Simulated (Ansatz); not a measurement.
2H WSe2, treated with HSE06-D3(BJ) in Ansatz (PAW).

**Question.** Estimate the interlayer binding energy, layer repeat distance and gap between the layers that the calculation returns.

**Answer.** 
- interlayer binding energy: 57.7 meV/Å²
- layer repeat distance: 6.264 Å
- gap between the layers: 2.929 Å

Spin–orbit coupling is not included.

Computed values are for the static lattice.

Ansatz is a program for electronic structure.
